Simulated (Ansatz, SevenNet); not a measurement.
For zinc-blende GaAs, the machine-learned potential SevenNet-l3i5 (trained on PBE and PBE+U data) gives:

| Property | Result |
|---|---|
| elastic constant C11 | 88.6 GPa |
| elastic constant C44 | 36.4 GPa |
| polycrystal shear modulus | 29.2 GPa |

Task: What does r²SCAN0 (Ansatz, an electronic-structure program, plane waves, PAW) give for the same quantities?

Result: 
- elastic constant C11: 129 GPa (grows by 46 %)
- elastic constant C44: 65.4 GPa (goes up by 80 %)
- Voigt–Reuss–Hill shear modulus: 51.9 GPa (increases by 78 %)

For comparison: elastic constant C11 119 GPa (measured, temperature not stated, no zero-point or thermal correction; as tabulated in Bastos et al. (2018), arXiv:1801.07526); elastic constant C44 60 GPa (measured, temperature not stated, not corrected to a static lattice; as tabulated in Råsander and Moram (2015), arXiv:1505.02379).

Changes are worked out from the printed values.

Unless a cell is named, each level is at its own relaxed cell (SevenNet-l3i5 23.80, r²SCAN0 22.41 Å³/atom).

Ansatz's density-functional and Hartree–Fock values are scalar-relativistic unless marked +SOC, with PAW data made under PBE.
